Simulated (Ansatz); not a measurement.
# C₃H₅NO: basis-set convergence

Aim: see how fast density functionals converge with the basis set for C₃H₅NO.

Program: Ansatz 0.2.0, Gaussian basis. Level of theory: one geometry, several basis sets. These are calculated values, not measurements.

Plan: PBE0-D4/def2-SVP; ωB97M-V/def2-SVP; PBE0-D4/def2-QZVPP; ωB97M-V/def2-QZVPP; the functionals' def2-TZVPP values are taken from earlier runs.

## (1) The geometry

The geometry comes from an earlier relaxation with PBE0-D4 in a triple-zeta def2 set; it is a stationary point, not always the lowest conformer.

SMILES `C=C1NCO1`, 10 atoms, charge 0, spin multiplicity 1.

Atoms are counted from 1 here; the program's logs count them from 0.

Bond lengths: C1–C2 1.323 Å, C1–H6 1.080 Å, C1–H7 1.080 Å, C2–N3 1.406 Å, C2–O5 1.376 Å, N3–C4 1.458 Å, N3–H8 1.009 Å, C4–O5 1.433 Å, C4–H9 1.093 Å, C4–H10 1.096 Å. Angles: C2–C1–H6 120.1°, C2–C1–H7 120.1°, H6–C1–H7 119.9°, C1–C2–N3 135.9°, C1–C2–O5 129.6°, N3–C2–O5 94.5°, C2–N3–C4 86.4°, C2–N3–H8 117.8°, C4–N3–H8 118.9°, N3–C4–O5 89.9°, N3–C4–H9 114.9°, N3–C4–H10 115.6°, O5–C4–H9 111.9°, O5–C4–H10 111.9°, H9–C4–H10 111.1°, C2–O5–C4 88.5°.

## (2) PBE0-D4 in def2-SVP

Contents of in.yaml:

```yaml
crystal:
  periodic: [false, false, false]
  atoms:
    - {symbol: C, position_ang: [-1.725392, -0.061816, -0.543633]}
    - {symbol: C, position_ang: [-0.498935, 0.067820, -0.064824]}
    - {symbol: N, position_ang: [0.485400, -0.799727, 0.441052]}
    - {symbol: C, position_ang: [1.362490, 0.364421, 0.472950]}
    - {symbol: O, position_ang: [0.257466, 1.202904, 0.112611]}
    - {symbol: H, position_ang: [-2.269578, 0.807962, -0.880226]}
    - {symbol: H, position_ang: [-2.189278, -1.036047, -0.586099]}
    - {symbol: H, position_ang: [0.748722, -1.594061, -0.123504]}
    - {symbol: H, position_ang: [1.759126, 0.615129, 1.459993]}
    - {symbol: H, position_ang: [2.153178, 0.382216, -0.285423]}
basis:
  gaussian: {orbitals: def2-SVP}
hamiltonian: {xc: pbe0, dispersion: d4}
output: {orbitals: {seedname: orbitals}}
```

The run is started by

```bash
> ansatz run in.yaml --threads 2 --pin off --events-out ev --progress --plain --max-ram 4352MiB
```

The runs that follow: ωB97M-V in def2-SVP; PBE0-D4 in def2-QZVPP; ωB97M-V in def2-QZVPP.

**Question.** What will the summary of the whole plan be? Wanted: PBE0-D4: double and triple zeta above quadruple; ωB97M-V: double and triple zeta above quadruple.

As calculated:

```
                                       quantity          value
PBE0-D4: double and triple zeta above quadruple  8.01, 0.37 eV
ωB97M-V: double and triple zeta above quadruple  8.27, 0.35 eV
```

PBE0-D4 gains 7.64 eV from double to triple zeta, then 0.37 eV more. These are total energies; as a rule much of such shifts cancels in differences, which this series doesn't test. The LUMO of ωB97M-V is positive and keeps falling with the basis (3.36 to 1.59 eV): an unbound level that the basis holds in place.
